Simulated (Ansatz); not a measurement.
**Basis-set limit of SiNH, triplet**

```yaml
atoms:
  - { symbol: Si, position_ang: [0.0000, 0.0330, 0.6059] }
  - { symbol: N, position_ang: [0.0000, -0.1138, -1.0890] }
  - { symbol: H, position_ang: [0.0000, 0.6631, -1.7496] }
```

Connectivity, by distances: Si–NH.

Ansatz 0.2.0, UHF determinant, valence electrons correlated. Energies in eV.

```
       set  X  functions  Hartree–Fock  MP2 correlation  CCSD(T) correlation                                                                                                  time
def2-TZVPP  3         87    -9357.5674          -6.7332              -7.9664  49 s on 1 × NVIDIA H100 80GB HBM3 with 1 thread of AMD EPYC 7R13 Processor (Zen 3), on a shared host
def2-QZVPP  4        157    -9357.8793          -7.2601              -8.4353  58 s on 1 × NVIDIA H100 80GB HBM3 with 1 thread of AMD EPYC 7R13 Processor (Zen 3), on a shared host
```

Hartree–Fock is taken to follow E(X) = E∞ + A·exp(−7.88·√X), correlation E(X) = E∞ + B·X^−2.97.

Cautions: another spin lies lower; strong correlation; the determinant is a saddle point.

Task: Work out the CCSD(T) energy at the limit, and how far the shortcut misses it that extrapolates MP2 and adds CCSD(T) minus MP2 from the smaller set.

Result: Hartree–Fock: E∞ = E4 + 0.1377·(E4 − E3) = -9357.9222. Correlation: E∞ = E4 + 0.7407·(E4 − E3) = -8.7826 for CCSD(T) and -7.6505 for MP2. The limit is -9366.7048 eV, 0.390 eV below def2-QZVPP. The shortcut gives a correlation energy of -7.6505 + (-1.2332) = -8.8836, 101 meV lower than the direct value.

Past Ne part of the Hartree–Fock step between the two sets comes from the cores, which don't follow the formula, so the 43 meV that it adds to the total can overshoot; that part largely cancels in differences.
